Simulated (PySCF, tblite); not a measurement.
# C₄H₉O₂ radical: geometry, infrared bands and EPR parameters

Aim: predict the infrared bands and EPR parameters of C₄H₉O₂ radical (`COCCC[O]`).

Programs: tblite 0.8.0 and PySCF 2.14.0, with density-fitted response routines of our own. Each step states its level of theory. These are calculated values for one molecule in the gas phase, unless marked as measured. Atoms count from 0, in the outputs and in this text.

## Step 1: The molecule as given

15 atoms, charge 0, multiplicity 2; geometry from: force field or distance geometry start.

Bonds of the start (Å): C0–O1 1.36, O1–C2 1.40, C2–C3 1.52, C3–C4 1.50, C4–O5 1.39, C0–H6 1.13, C0–H7 1.10, C0–H8 1.09, C2–H9 1.10, C2–H10 1.13, C3–H11 1.13, C3–H12 1.12, C4–H13 1.09, C4–H14 1.11.

## Step 2: Geometry optimisation with GFN2-xTB

The job: settings as JSON, then the geometry in Å.

```
{"job": {"kind": "relax", "xc": "GFN2-xTB", "basis": "xTB"}, "charge": 0, "multiplicity": 2}
C     -2.503100     0.246500     0.104700
O     -1.224900     0.603800     0.419700
C     -0.235100    -0.160200    -0.199600
C      1.090500     0.402500     0.286200
C      2.272200    -0.323700    -0.292900
O      2.277600    -1.682300    -0.004400
H     -3.192500     0.932300     0.673800
H     -2.764700     0.403600    -0.950800
H     -2.676700    -0.793200     0.400200
H     -0.318100    -0.109900    -1.297700
H     -0.321500    -1.225500     0.156800
H      1.154200     0.286100     1.408700
H      1.086000     1.496300     0.053500
H      3.181800     0.146100     0.094900
H      2.169900    -0.214500    -1.391900
```

Run with:

```bash
$ OMP_NUM_THREADS=1 python probes_run.py task.json out
```

The driver reads the jobs from task.json and runs them one after another.

Log:

```text
step      E/eV     max force
  0    -575.91433    2.342
  1    -576.11500    0.555
  2    -576.14417    0.512
  3    -576.17973    0.503
  4    -576.20804    0.415
  5    -576.21747    0.245
  6    -576.22457    0.172
  7    -576.22801    0.155
  8    -576.23207    0.168
  9    -576.23408    0.122
 10    -576.23620    0.125
 11    -576.23805    0.123
 12    -576.23956    0.111
 13    -576.24050    0.087
 14    -576.24122    0.076
 15    -576.24187    0.082
 16    -576.24237    0.060
 17    -576.24270    0.044
 18    -576.24299    0.048
 19    -576.24334    0.054
 20    -576.24379    0.065
 21    -576.24427    0.052
 22    -576.24472    0.050
 23    -576.24514    0.058
 24    -576.24556    0.064
 25    -576.24598    0.063
 26    -576.24636    0.042
 27    -576.24668    0.042
 28    -576.24694    0.038
 29    -576.24718    0.042
 30    -576.24740    0.043
 31    -576.24760    0.036
 32    -576.24774    0.028
 33    -576.24785    0.027
 34    -576.24796    0.024
 35    -576.24805    0.025
 36    -576.24812    0.022
 37    -576.24817    0.021
 38    -576.24821    0.021
 39    -576.24826    0.018
 40    -576.24829    0.015
 41    -576.24831    0.009
```

It took 0.53 s on 1 thread of Intel Xeon at 2.50GHz, shared host.

Relaxation path: (not every step is listed)

| step | energy from step 0 (eV) | largest force (eV/Å) |
| --- | --- | --- |
| 0 | 0.0000 | 2.3418 |
| 1 | -0.2007 | 0.5552 |
| 2 | -0.2298 | 0.5120 |
| 3 | -0.2654 | 0.5034 |
| 4 | -0.2937 | 0.4155 |
| 5 | -0.3031 | 0.2451 |
| 6 | -0.3102 | 0.1716 |
| 7 | -0.3137 | 0.1555 |
| 8 | -0.3177 | 0.1677 |
| 10 | -0.3219 | 0.1247 |
| 12 | -0.3252 | 0.1112 |
| 14 | -0.3269 | 0.0762 |
| 16 | -0.3280 | 0.0604 |
| 18 | -0.3287 | 0.0481 |
| 20 | -0.3295 | 0.0651 |
| 22 | -0.3304 | 0.0505 |
| 24 | -0.3312 | 0.0638 |
| 26 | -0.3320 | 0.0417 |
| 28 | -0.3326 | 0.0379 |
| 30 | -0.3331 | 0.0429 |
| 32 | -0.3334 | 0.0278 |
| 34 | -0.3336 | 0.0236 |
| 36 | -0.3338 | 0.0220 |
| 37 | -0.3338 | 0.0205 |
| 38 | -0.3339 | 0.0213 |
| 39 | -0.3339 | 0.0178 |
| 40 | -0.3340 | 0.0149 |
| 41 | -0.3340 | 0.0092 |

Close pairs (by a distance rule), those that changed most:

| bond | before (Å) | after (Å) | change (Å) |
| --- | --- | --- | --- |
| C4–O5 | 1.389 | 1.311 | -0.078 |
| C3–H11 | 1.130 | 1.090 | -0.040 |
| C0–H6 | 1.127 | 1.088 | -0.039 |
| C0–O1 | 1.364 | 1.403 | +0.039 |
| C3–C4 | 1.503 | 1.534 | +0.031 |
| C3–H12 | 1.118 | 1.090 | -0.028 |
| C2–H10 | 1.127 | 1.101 | -0.025 |
| C4–H13 | 1.095 | 1.119 | +0.025 |

The final coordinates are the input of the step that follows.

## Step 3: Infrared spectrum with GFN2-xTB

The job: settings as JSON, then the geometry in Å.

```
{"job": {"kind": "ir", "xc": "GFN2-xTB", "basis": "xTB"}, "charge": 0, "multiplicity": 2}
C     -2.553978     0.227547     0.095423
O     -1.270656     0.611769     0.511473
C     -0.242399    -0.113087    -0.113478
C      1.106369     0.441706     0.339815
C      2.228051    -0.381717    -0.304976
O      2.257679    -1.660710    -0.020026
H     -3.257174     0.873937     0.616330
H     -2.677566     0.351754    -0.988113
H     -2.756395    -0.819507     0.352236
H     -0.339493    -0.039021    -1.210598
H     -0.289161    -1.180143     0.155103
H      1.160671     0.360275     1.425814
H      1.190006     1.491719     0.059551
H      3.216376     0.073250    -0.041635
H      2.223257    -0.229783    -1.415794
```

Log:

```text
mode    cm-1     km/mol
  1      64.0      7.12
  2      89.9     17.20
  3     116.5      1.76
  4     171.2     10.22
  5     219.9      7.54
  6     298.3     13.61
  7     422.5      6.85
  8     499.7     14.75
  9     608.6     83.38
 10     825.7     12.43
 11     945.0      1.17
 12     978.2     11.37
 13    1012.1     17.25
 14    1070.1     26.83
 15    1100.2      6.53
 16    1120.2     82.52
 17    1126.8      2.18
 18    1163.0    102.85
 19    1170.0     34.92
 20    1182.7    177.05
 21    1252.7      5.53
 22    1258.1     14.55
 23    1278.3      9.46
 24    1339.5     40.44
 25    1350.3     37.42
 26    1405.9      0.23
 27    1464.8      7.38
 28    1466.2      2.07
 29    1481.0     11.19
 30    1487.8      5.97
 31    2555.5     20.14
 32    2648.3     24.30
 33    2821.8     58.06
 34    2867.9     38.02
 35    2894.2     51.89
 36    2918.7     56.54
 37    3001.4     32.80
 38    3007.3     13.03
 39    3031.2     11.14
```

It took 0.88 s on 1 thread of Intel Xeon at 2.50GHz, shared host.

Which atoms move in the most intense modes:

| cm⁻¹ | km/mol | atoms |
| --- | --- | --- |
| 609 | 83.4 | C4 36 %, H13 31 %, H14 10 % |
| 1120 | 82.5 | O1 31 %, C0 19 %, C2 16 %, H7 13 % |
| 1163 | 102.8 | H6 13 %, H11 13 %, C2 10 % |
| 1183 | 177.1 | C4 23 %, H14 19 %, H13 18 %, O5 18 % |
| 1340 | 40.4 | H14 21 %, C4 18 %, H13 16 %, O5 13 % |
| 2822 | 58.1 | H9 78 %, H10 14 % |
| 2894 | 51.9 | H7 61 %, H8 30 % |
| 2919 | 56.5 | H8 63 %, H7 32 % |

## Step 4: g tensor and hyperfine couplings: B3LYP/pcH-1

Settings changed since step 3:

```diff
@@ -1,2 +1,2 @@
-{"job": {"kind": "ir", "xc": "GFN2-xTB", "basis": "xTB"}, "charge": 0, "multiplicity": 2}
+{"job": {"kind": "epr", "basis": "pcH-1"}, "charge": 0, "multiplicity": 2}
 C     -2.553978     0.227547     0.095423
```

Level: UKS B3LYP, pcH-1 on C H O, non-relativistic, mean-field spin-orbit, GIAO.

Log:

```text
UKS, coarse grid
  cycle   1  E = -308.04583858  |g| = 6.34e-01
  cycle   2  E = -307.70403128  |g| = 1.15e+00
  cycle   3  E = -308.21908510  |g| = 7.77e-02
  cycle   4  E = -308.22064629  |g| = 7.85e-02
  cycle   5  E = -308.22323526  |g| = 1.78e-02
  cycle   6  E = -308.22336124  |g| = 1.13e-02
  cycle   7  E = -308.22341768  |g| = 2.08e-03
  cycle   8  E = -308.22341991  |g| = 6.28e-04
UKS, final grid
  cycle   1  E = -308.22335634  |g| = 7.30e-04
  cycle   2  E = -308.22335624  |g| = 9.41e-04
  cycle   3  E = -308.22335665  |g| = 1.03e-04
  cycle   4  E = -308.22335667  |g| = 8.04e-05
  cycle   5  E = -308.22335673  |g| = 6.89e-05
  cycle   6  E = -308.22335679  |g| = 5.97e-05
  cycle   7  E = -308.22335692  |g| = 4.41e-05
  cycle   8  E = -308.22335699  |g| = 9.81e-06
  cycle   9  E = -308.22335699  |g| = 5.96e-06
E = -308.22335699 Eh   <S^2> = 0.7539 (exact 0.7500)
g shifts (ppm)      1          2          3
  rmc          -272       -272       -272
  gc            -11         37         42
  oz_so         105       5786      48267
  total        -179       5550      48037
hyperfine (MHz)  atom isotope    a_iso     a_fc   dipolar eigenvalues
    0   13C       0.21       0.21     -0.17     -0.15      0.32
    1   17O      -0.33      -0.33     -1.18      0.44      0.74
    2   13C      -0.53      -0.53     -1.49      0.31      1.17
    3   13C      -5.86      -5.86     -1.14     -0.65      1.79
    4   13C     -45.05     -45.05     -7.95      3.47      4.49
    5   17O     -49.22     -49.22   -255.11    127.01    128.09
    6    1H      -0.02      -0.02     -0.38     -0.36      0.74
    7    1H       0.31       0.31     -0.52     -0.49      1.01
    8    1H       0.29       0.29     -0.61     -0.55      1.15
    9    1H       0.51       0.51     -2.14     -1.79      3.93
   10    1H       5.88       5.88     -4.19     -3.09      7.29
   11    1H       1.06       1.06     -3.38     -2.85      6.22
   12    1H      -1.87      -1.87     -2.28     -1.97      4.25
   13    1H     288.92     288.92     -8.73     -3.77     12.50
   14    1H     215.90     215.90     -8.42     -3.90     12.33
```

It took 99 s on 1 thread of Intel Xeon at 2.50GHz, shared host; peak memory 0.94 GiB.

Principal g values 2.00214, 2.00787, 2.05036; g(iso) = 2.02012, against 2.00232 for a free electron. They are not to be trusted: the run shows a large g shift, which the driver flags as unsure.

Hyperfine couplings; where a row names several nuclei, a(iso) is their mean (it holds for fast rotation or exchange) and the dipolar term the largest among them:

| nuclei | isotope | a(iso) (MHz) | a(iso) (G, at g = 2.0023) | largest dipolar term (MHz) |
| --- | --- | --- | --- | --- |
| H13, H14 | 1H | 252.4 | 90.1 | 12.5 |
| O5 | 17O | -49.2 | -17.6 | -255.1 |
| C4 | 13C | -45.1 | -16.1 | -8.0 |
| C3 | 13C | -5.9 | -2.1 | 1.8 |
| H9, H10 | 1H | 3.2 | 1.1 | 7.3 |
| C2 | 13C | -0.5 | -0.2 | -1.5 |
| H11, H12 | 1H | -0.4 | -0.1 | 6.2 |
| O1 | 17O | -0.3 | -0.1 | -1.2 |
| C0 | 13C | 0.2 | 0.1 | 0.3 |
| H6, H7, H8 | 1H | 0.2 | 0.1 | 1.2 |

Mulliken spin populations:

C0 0.00; O1 0.00; C2 0.01; C3 0.01; C4 -0.08; O5 0.84; H6 0.00; H7 0.00; H8 0.00; H9 0.00; H10 0.00; H11 0.00; H12 0.00; H13 0.13; H14 0.10

Orbitals, density, ELF and potential are computed afterwards from the orbital file.

ELF in a plane through or near 7 of the atoms.

Ten even steps from '0' (0.00) to '9' (1.00):
```
0000000000000000000000000000
0000000000000000000000000000
0000000000000000000000000000
0000000000010000000000000000
0000000000243100210001100000
0000000001465202541006720000
0000165101677305883049992000
0000799812545406884289996000
0002999966652837347599995000
0002999956958927777539872000
0000478753755473334323210000
0000001334411455104763000000
0000001244200364003552000000
0000002432100131001221000000
0000002432000000000000000000
0000001221000000000000000000
0000000000000000000000000000
0000000000000000000000000000
0000000000000000000000000000
0000000000000000000000000000
```
The map spans 11.9 Å across and 8.1 Å up, centred on the molecule. Atoms in the plane (x, y in Å): C0 (2.6, 0.0), O1 (1.3, 0.7), C2 (0.2, -0.2), C3 (-1.0, 0.7), C4 (-2.3, -0.2), H6 (3.3, 0.8), H13 (-3.2, 0.4).

On the surface of density 0.002 e/bohr³ the electrostatic potential runs, from the 1st to the 99th percentile, from -1.41 V near O1 to 1.14 V near H13.

The spin density lies nearest to O5 75 %; H13 11 %; H14 8 %.

## Step 5: Results

| quantity | value |
| --- | --- |
| strongest single infrared mode (GFN2-xTB) | 1183 cm⁻¹, 177 km/mol |
| zero-point energy (GFN2-xTB) | 76.8 kcal/mol |
| g(iso) (B3LYP) | 2.02012 |
| ⟨S²⟩ | 0.754 (exact 0.75) |
| largest a(iso) (averaged by class) | 1H on H13, H14, 252.4 MHz |
| surface potential, 1st and 99th percentile | -1.41 V and 1.14 V |
| property runs in this session | 1, of which 0 failed and 1 gave unsound results |

What this shows: Relaxing lowered the energy by 0.334 eV in 41 steps; the close pair that moved most is C4–O5, from 1.389 to 1.311 Å. All 39 modes are real, so the xTB geometry is a minimum. The strongest single mode, at 1183 cm⁻¹, has its largest shares on C4, H14, H13 and O5 (the list is cut at 4 atoms). GFN2-xTB is a fitted tight-binding method: band positions and strengths are rough. Its intensities can rank the bands wrongly. Most of the unpaired spin sits on O5 (0.84 e). The isotropic g lies 17.8 ppt above the free-electron value. These values are not to be trusted: the run shows a large g shift, which the driver flags as unsure.
